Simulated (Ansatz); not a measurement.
# PH₂O (doublet): wave-function methods side by side at a displaced geometry (v2), cc-pVDZ

How much of the correlation energy of PH₂O (doublet) does each wave-function method recover here?

Computed with Ansatz 0.2.0, Gaussian basis. Level: cc-pVDZ, core rule «outside noble gas», up to 6 orbitals frozen.

The runs, in order: UHF; CCSD(T) on ROHF; CCSD(T) on UHF; BCCD(T) on ROHF; CISD; CCSDT(Q) on ROHF; CCSDT(Q) on UHF.

27 further runs of the same task are left out: 4 for a known fault of the program, 11 that didn't finish, 12 set aside as unsound or not needed.

**1. The geometry**

The geometry is a PBE0/def2-TZVP stationary point (not a proven minimum) with its atoms shifted at random (size 0.100 Å).

4 atoms, charge 0, spin multiplicity 2.

Atoms are counted from 1 here; the program's logs count them from 0.

Bond lengths: O1–P2 1.486 Å, P2–H3 1.431 Å, P2–H4 1.328 Å. Angles: O1–P2–H3 121.9°, O1–P2–H4 123.9°, H3–P2–H4 111.4°.

**2. UHF**

in.yaml reads:

```yaml
crystal:
  periodic: [false, false, false]
  atoms:
    - {symbol: O, position_ang: [0.106165, -0.003168, 1.025932]}
    - {symbol: P, position_ang: [-0.058709, 0.005206, -0.450677]}
    - {symbol: H, position_ang: [0.017911, -1.194071, -1.227009]}
    - {symbol: H, position_ang: [0.101020, 1.084366, -1.208795]}
basis:
  gaussian: {orbitals: cc-pVDZ}
magnetization: {spin_polarized: true, initial_magnetization: 1}
hamiltonian: {xc: hf}
output: {orbitals: {seedname: orbitals}}
```

On the command line:

```sh
> ansatz run in.yaml --threads 1 --pin off --events-out ev --progress --plain --max-ram 2393MiB
```

The runs that follow: CCSD(T) on ROHF; CCSD(T) on UHF; BCCD(T) on ROHF; CISD; CCSDT(Q) on ROHF; CCSDT(Q) on UHF.

Q: Predict the results of all the runs planned. Wanted: UCCSDT(Q) below the RHF energy; RMP2 from UCCSDT(Q); UMP2 from UCCSDT(Q); RCCSD from UCCSDT(Q); RCCSD(T) from UCCSDT(Q); UCCSD(T) from UCCSDT(Q); RCCSDT(Q) from UCCSDT(Q); T1 diagnostic.

As calculated:

| quantity | value |
| --- | --- |
| UCCSDT(Q) below the RHF energy | -9.2103 eV |
| RMP2 from UCCSDT(Q) | +780.7 meV |
| UMP2 from UCCSDT(Q) | +840.0 meV |
| RCCSD from UCCSDT(Q) | +314.7 meV |
| RCCSD(T) from UCCSDT(Q) | +49.4 meV |
| UCCSD(T) from UCCSDT(Q) | +52.5 meV |
| RCCSDT(Q) from UCCSDT(Q) | +4.3 meV |
| levels within 1 kcal/mol (43 meV) | RCCSDT, UCCSDT, RCCSDT(Q) |
| T1 diagnostic | 0.028 |

RCCSD(T) misses by +49.4 meV, 0.5 % of the correlation energy. These misses are within one basis, not against nature; the frozen cores of restricted and unrestricted runs differ, which can shift their rows.
